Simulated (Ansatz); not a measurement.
Reaction: CH2F2 (difluoromethane, SMILES FCF) → CHF2 (SMILES [CH](F)F, doublet) + H (doublet) (the C-H bond breaks)
Each species at its own B3LYP-D3(BJ)/def2-TZVP minimum (Ansatz, a quantum-chemistry and plane-wave program).

Wanted: bond dissociation energy (electronic), in kcal/mol. UHF or UKS for unpaired electrons; spin-orbit terms are left out. CBS(X,Y): correlation extrapolated as X^-3, Hartree-Fock from the larger set (Q,5: extrapolated as (X+1)exp(-9√X)). A bracket is a step between two methods taken in the basis named. Functionals run without relativity, which enters their misses. Double hybrids freeze cores in their MP2 part. 'core' is core correlation in cc-pwCVTZ, 'X2C' scalar relativity in cc-pVTZ-DK, both at CCSD(T). Where a partner has so few electrons that a lower coupled-cluster level is exact, that level stands in.

CCSD(T)/CBS(cc-pVQZ,cc-pV5Z) + [CCSDT(Q) - CCSD(T)]/cc-pVDZ + core + X2C (Ansatz) gives 108.9 kcal/mol.

Q: How far off this value is PBE/def2-TZVPD (Ansatz), in which direction, and which of these levels come nearer: r2SCAN/def2-TZVPD, B3LYP/def2-TZVPD, PBE0/def2-TZVPD, wB97M-V/def2-TZVPD, B2PLYP/def2-TZVPD, CCSD(T)/CBS(cc-pVQZ,cc-pV5Z) + core + X2C?

A: PBE gives 102.7 kcal/mol, 6.2 kcal/mol below it. Differences of the others: r2SCAN/def2-TZVPD (Ansatz) -6.6; B3LYP/def2-TZVPD (Ansatz) -3.4; PBE0/def2-TZVPD (Ansatz) -5.4; wB97M-V/def2-TZVPD (Ansatz) -1.1; B2PLYP/def2-TZVPD (Ansatz) -3.3; CCSD(T)/CBS(cc-pVQZ,cc-pV5Z) + core + X2C (Ansatz) 0.1 kcal/mol. Nearer than PBE: B3LYP/def2-TZVPD, PBE0/def2-TZVPD, wB97M-V/def2-TZVPD, B2PLYP/def2-TZVPD, CCSD(T)/CBS(cc-pVQZ,cc-pV5Z) + core + X2C.
